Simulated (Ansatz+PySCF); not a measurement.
Results of a calculation; reference values are marked as such.
This PySCF input gave a total energy of -459.94870 hartree.

```python
from pyscf import gto, scf, cc

mol = gto.M(atom="""
H 0.000000 0.000000 0.000000
Cl 0.597470 0.796630 1.724760
""", basis='6-31g', charge=0, spin=2)
mf = scf.UHF(mol)
mf.kernel()
mycc = cc.CCSD(mf, frozen=5).run()
et = mycc.ccsd_t()
print(mf.e_tot, mycc.e_corr, et, mycc.e_tot + et)
```

Q: Write an input for Ansatz with the same method and basis set.

A:

```yaml
crystal:
  periodic: [false, false, false]
  atoms:
    - { symbol: H, position_ang: [0.0, 0.0, 0.0] }
    - { symbol: Cl, position_ang: [0.59747, 0.79663, 1.72476] }
basis:
  gaussian: { orbitals: "6-31G" }
magnetization:
  spin_polarized: true
  initial_magnetization: 2
hamiltonian:
  xc: hf
correlation:
  method: ccsd_t
  frozen_orbitals: { Cl: 5, H: 0 }
scf:
  omitted_lower_state_checks: [stability, starts, atomic_configurations, cluster_reference, orbital_swaps, given_window_search, neighbouring_geometries, increment]
```

Ansatz (development build ahead of 0.2.0) gave -459.94870 hartree, 0.02 meV from the first.
